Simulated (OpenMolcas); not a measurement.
# One shape, several levels: CH4O2 (methanediol)

Wanted: a comparison of 6 runs (HF/def2-TZVP, BHLYP/def2-TZVP, PBE/def2-TZVP, PBE0/def2-TZVP, r2SCAN/def2-TZVP, MP2/def2-TZVP) of CH4O2 (methanediol). 

The results are computed with OpenMolcas 26.06.

### 1 The structure to begin with

CH4O2: 7 atoms, total charge 0, spin state singlet. SMILES: `OCO`. The coordinates come from a PBE0-D4/def2-TZVP relaxation. This is a higher conformer, about 15 kJ/mol above the lowest found by a separate search.

Bond lengths: O1–C2 1.397 Å, C2–O3 1.397 Å, O1–H4 0.960 Å, C2–H5 1.100 Å, C2–H6 1.090 Å, O3–H7 0.960 Å. Angles: O1–C2–O3 114.1°, O1–C2–H5 110.6°, O1–C2–H6 106.0°, O3–C2–H5 110.6°, O3–C2–H6 106.0°, C2–O1–H4 109.5°, C2–O3–H7 109.5°, H5–C2–H6 109.4°.

### 2 Energy and gradient at HF/def2-TZVP (run 1)

Input file mol.inp:

```
* CH4O2 Hartree-Fock
>>> EXPORT MOLCAS_PRINT=2
&GATEWAY
BasLib
$CurrDir
BasisSet
O.def2-TZVP....
O1 -1.179670 -0.442480 -0.114040 angstrom
O3 1.123360 -0.484850 0.321120 angstrom
End of Basis
BasisSet
C.def2-TZVP....
C2 -0.056830 0.262760 0.326010 angstrom
End of Basis
BasisSet
H.def2-TZVP....
H4 -1.170080 -0.494150 -1.073060 angstrom
H5 0.069750 1.188620 -0.253590 angstrom
H6 -0.249370 0.512030 1.369080 angstrom
H7 1.462850 -0.541920 -0.575520 angstrom
End of Basis
&SEWARD
&SCF
Thresholds
1e-10 1e-07 1e-07 1e-05
PrOrbitals
1 2
&ALASKA
```

The basis set def2-TZVP is read from a file made from the Basis Set Exchange's data (not shown).

Started as:

```sh
$ export MOLCAS_MEM=1860
$ pymolcas mol.inp > mol.log
```

What it wrote:

```text
--- Start Module: gateway ---
[...]
--- Stop Module: gateway /rc=_RC_ALL_IS_WELL_ ---
[...]
      Basis functions          117
[...]
--- Start Module: scf ---
[...]
       Convergence after  12 Iterations
[...]
::    Total SCF energy                               -189.9897933932
[...]
      Total spin, S                                     0.0000000000
[...]
      Total electronic charge=   26.000000
      Total            charge=   -0.000000
[...]
      Dipole Moment (debye):
      Origin of the operator (angstrom)=   -0.0306   -0.2293    0.1393
                   X=  5.2018E-01               Y=  1.3343E+00               Z= -2.6189E+00           Total=  2.9849E+00
      Quadrupole Moment (debye*angstrom):
[...]
--- Stop Module: scf /rc=_RC_ALL_IS_WELL_ ---
[...]
--- Start Module: alaska ---
[...]
 *              Molecular gradients               *
 **************************************************
  Irreducible representation: a
 ------------------------------------------------------------------------------------------
                              X                       Y                       Z
 ------------------------------------------------------------------------------------------
  O1               -1.25631672791631E-02   -5.05378468747297E-03    2.01114803717456E-02
  O3                4.16236417594362E-03   -5.37524141155021E-03    2.32653736388984E-02
  C2                1.55223100817045E-03    1.20887416518833E-04   -8.20613817317040E-03
  H4                1.93279003561753E-03    5.01569674744073E-04   -2.01404999723529E-02
  H5                8.62029299142975E-04    8.02919576495276E-03   -3.76243982114155E-03
  H6               -1.52304896158351E-03    1.32785354467435E-03    8.18204503571485E-03
  H7                5.57680172189468E-03    4.49519698081990E-04   -1.94498210796845E-02
 ------------------------------------------------------------------------------------------
--- Stop Module: alaska /rc=_RC_ALL_IS_WELL_ ---
[...]
```

Wall time 19 s (1 thread of Arm Neoverse V1, shared host); peak memory 0.72 GiB.

### 3 Energy and gradient at BHLYP/def2-TZVP (run 2)

Input file mol.input:

```
&GATEWAY
  BasLib
  $CurrDir
  BasisSet
  O.def2-TZVP....
  O1 -1.179670 -0.442480 -0.114040 angstrom
  O3 1.123360 -0.484850 0.321120 angstrom
  End of Basis
  BasisSet
  C.def2-TZVP....
  C2 -0.056830 0.262760 0.326010 angstrom
  End of Basis
  BasisSet
  H.def2-TZVP....
  H4 -1.170080 -0.494150 -1.073060 angstrom
  H5 0.069750 1.188620 -0.253590 angstrom
  H6 -0.249370 0.512030 1.369080 angstrom
  H7 1.462850 -0.541920 -0.575520 angstrom
  End of Basis

&SEWARD
  GridInput
  Grid=UltraFine
  End of Grid

&SCF
  KSDFT
  HYB_GGA_XC_BHANDHLYP
  Thresholds
  1e-10 1e-07 1e-07 1e-05
  PrOrbitals
  1 1

&ALASKA
```

The basis set def2-TZVP is read from a file made from the Basis Set Exchange's data (not shown).

Started as:

```sh
$ export MOLCAS_MEM=1860
$ pymolcas mol.input > mol.log
```

What it wrote:

```text
--- Start Module: gateway ---
[...]
--- Stop Module: gateway /rc=_RC_ALL_IS_WELL_ ---
[...]
      Basis functions          117
[...]
--- Start Module: scf ---
[...]
       Convergence after  12 Iterations
[...]
::    Total KS-DFT energy                            -190.9270773750
[...]
      Total spin, S                                     0.0000000000
[...]
      Total electronic charge=   26.000000
      Total            charge=   -0.000000
[...]
      Dipole Moment (debye):
      Origin of the operator (angstrom)=   -0.0306   -0.2293    0.1393
                   X=  5.0714E-01               Y=  1.2638E+00               Z= -2.5568E+00           Total=  2.8968E+00
      Quadrupole Moment (debye*angstrom):
[...]
--- Stop Module: scf /rc=_RC_ALL_IS_WELL_ ---
[...]
--- Start Module: alaska ---
[...]
 *              Molecular gradients               *
 **************************************************
  Irreducible representation: a
 ------------------------------------------------------------------------------------------
                              X                       Y                       Z
 ------------------------------------------------------------------------------------------
  O1               -6.54675820750938E-03   -2.75642738231374E-03    8.94728888208363E-03
  O3                2.72377113882172E-03   -2.93289014516063E-03    1.06943666407950E-02
  C2                9.17313270901721E-04   -2.72482331754809E-03   -5.12381029579068E-03
  H4                1.10230275791390E-03    3.79394406021138E-04   -9.02103457367165E-03
  H5                7.17589040451438E-04    6.22043292043406E-03   -3.17740331284999E-03
  H6               -1.19806274723155E-03    1.44927867907430E-03    6.47698903687788E-03
  H7                2.28384474681809E-03    3.65034839489464E-04   -8.79639637746310E-03
 ------------------------------------------------------------------------------------------
--- Stop Module: alaska /rc=_RC_ALL_IS_WELL_ ---
[...]
```

Run time: 47 s. Hardware: 1 thread of Arm Neoverse V1, shared host; peak memory 0.72 GiB.

### 4 Energy and gradient at PBE/def2-TZVP (run 3)

Input file struct.xyz:

```xyz
7

O     -1.179670    -0.442480    -0.114040
C     -0.056830     0.262760     0.326010
O      1.123360    -0.484850     0.321120
H     -1.170080    -0.494150    -1.073060
H      0.069750     1.188620    -0.253590
H     -0.249370     0.512030     1.369080
H      1.462850    -0.541920    -0.575520
```

Input file mol.input:

```
* CH4O2 Kohn-Sham DFT
>>> EXPORT MOLCAS_PRINT=2

&GATEWAY
  BasLib=$CurrDir
  Coord=struct.xyz
  Basis=def2-TZVP
  Group=NoSym

&SEWARD
  GridInput
  Grid=UltraFine
  End of Grid

&SCF
  KSDFT=PBE
  Thresholds=1e-10 1e-07 1e-07 1e-05
  PrOrbitals=1 2

&ALASKA
```

The basis set def2-TZVP is read from a file made from the Basis Set Exchange's data (not shown).

Started as:

```sh
$ export MOLCAS_MEM=1860
$ pymolcas mol.input > mol.log
```

What it wrote:

```text
--- Start Module: gateway ---
[...]
--- Stop Module: gateway /rc=_RC_ALL_IS_WELL_ ---
[...]
      Basis functions          117
[...]
--- Start Module: scf ---
[...]
       Convergence after  14 Iterations
[...]
::    Total KS-DFT energy                            -190.8165722627
[...]
      Total spin, S                                     0.0000000000
[...]
      Total electronic charge=   26.000000
      Total            charge=   -0.000000
[...]
      Dipole Moment (debye):
      Origin of the operator (angstrom)=   -0.0306   -0.2293    0.1393
                   X=  4.8191E-01               Y=  1.0808E+00               Z= -2.4411E+00           Total=  2.7128E+00
      Quadrupole Moment (debye*angstrom):
[...]
--- Stop Module: scf /rc=_RC_ALL_IS_WELL_ ---
[...]
--- Start Module: alaska ---
[...]
 *              Molecular gradients               *
 **************************************************
  Irreducible representation: a
 ------------------------------------------------------------------------------------------
                              X                       Y                       Z
 ------------------------------------------------------------------------------------------
  O1                1.11150803192128E-02    5.39854686943553E-03   -8.25514604736755E-03
  C2               -1.98655693479877E-04   -5.60572887863486E-03    5.01533438009183E-04
  O3               -7.13565307481900E-03    5.74253260470137E-03   -1.17054612420402E-02
  H4               -1.74214749135482E-04    3.30550437034116E-04    1.13554129989470E-02
  H5               -6.17825144114126E-04   -5.18442884703019E-03    2.77257087301797E-03
  H6                9.83295220469693E-04   -1.07540377562576E-03   -5.30679827161329E-03
  H7               -3.97202687796350E-03    3.93931590126795E-04    1.06378882510834E-02
 ------------------------------------------------------------------------------------------
--- Stop Module: alaska /rc=_RC_ALL_IS_WELL_ ---
[...]
```

It took 53 s on 1 thread of Arm Neoverse V1, shared host; peak memory 0.72 GiB.

Runs 4 to 5 aren't shown in full; the table further down has their settings and results.

### 5 A single-point energy at MP2/def2-TZVP (run 6)

Input file test.inp:

```
* CH4O2 MP2
>>> EXPORT MOLCAS_PRINT=2

&GATEWAY
 BasLib=$CurrDir
 Coord
 7
 angstrom
 O       -1.179670      -0.442480      -0.114040
 C       -0.056830       0.262760       0.326010
 O        1.123360      -0.484850       0.321120
 H       -1.170080      -0.494150      -1.073060
 H        0.069750       1.188620      -0.253590
 H       -0.249370       0.512030       1.369080
 H        1.462850      -0.541920      -0.575520
 Basis=def2-TZVP
 Group=NoSym

&SEWARD

&SCF
 Thresholds=1e-10 1e-07 1e-07 1e-05
 PrOrbitals=1 2

&MBPT2
 Frozen=3
```

The basis set def2-TZVP is read from a file made from the Basis Set Exchange's data (not shown).

Started as:

```sh
$ export MOLCAS_MEM=1860
$ pymolcas test.inp > test.log
```

What it wrote:

```text
--- Start Module: gateway ---
[...]
--- Stop Module: gateway /rc=_RC_ALL_IS_WELL_ ---
[...]
      Basis functions          117
[...]
--- Start Module: scf ---
[...]
       Convergence after  12 Iterations
[...]
::    Total SCF energy                               -189.9897933932
[...]
      Total spin, S                                     0.0000000000
[...]
      Total electronic charge=   26.000000
      Total            charge=   -0.000000
[...]
      Dipole Moment (debye):
      Origin of the operator (angstrom)=   -0.0306   -0.2293    0.1393
                   X=  5.2018E-01               Y=  1.3343E+00               Z= -2.6189E+00           Total=  2.9849E+00
      Quadrupole Moment (debye*angstrom):
[...]
--- Stop Module: scf /rc=_RC_ALL_IS_WELL_ ---
[...]
--- Start Module: mbpt2 ---
[...]
WARNING!
Default frozen orbitals as non valence orbitals is overwritten by user input.
Default values:   3
[...]
       Reference weight ( Cref**2 )         =        0.86124
::    Total MBPT2 energy                             -190.6360619802
[...]
      Total MBPT2 calculations                           0.65      0.74
--- Stop Module: mbpt2 /rc=_RC_ALL_IS_WELL_ ---
[...]
```

Wall time 16 s (1 thread of Arm Neoverse V1, shared host); peak memory 0.72 GiB.

### 6 The series

```
run             level  integration grid      task  energy (Eh)  dipole moment (D) of the reference  HOMO energy (eV)  LUMO energy (eV)  wall time
  1      HF/def2-TZVP                 –  gradient  -189.989793                                2.98            -12.80              3.20       19 s
  2   BHLYP/def2-TZVP         UltraFine  gradient  -190.927077                                2.90            -10.22              1.15       47 s
  3     PBE/def2-TZVP         UltraFine  gradient  -190.816572                                2.71             -6.73             -0.30       53 s
  4    PBE0/def2-TZVP         UltraFine  gradient  -190.820791                                2.81             -8.52              0.57       52 s
  5  r2SCAN/def2-TZVP         UltraFine  gradient  -190.928370                                2.77             -7.12              0.50       69 s
  6     MP2/def2-TZVP                 –    energy  -190.636062                                2.98            -12.80              3.20       16 s
```

### 7 What came out

| quantity | value |
| --- | --- |
| run 6: total energy | -190.63606 Eh |
| run 6: dipole moment (mean-field density) | 2.98 D |
| run 6: HOMO energy (Hartree–Fock orbitals) | -12.80 eV |
| run 6: LUMO energy (Hartree–Fock orbitals) | 3.20 eV |
| run 6: HOMO–LUMO gap (Hartree–Fock orbitals) | 16.00 eV |
| run 6: correlation energy (3 core orbitals frozen) | -646.3 mEh |

**Reading.** Over runs 1, 2, 3, 4, 5 the dipole moment (its size) runs from 2.71 D (PBE/def2-TZVP) to 2.98 D (HF/def2-TZVP). Over runs 1, 2, 3, 4, 5 the HOMO–LUMO gap runs from 6.43 eV (PBE/def2-TZVP) to 16.00 eV (HF/def2-TZVP). Exact exchange widens orbital gaps. Totals of different functionals can't be ranked against each other. All runs together took 4.3 min, the longest 69 s.
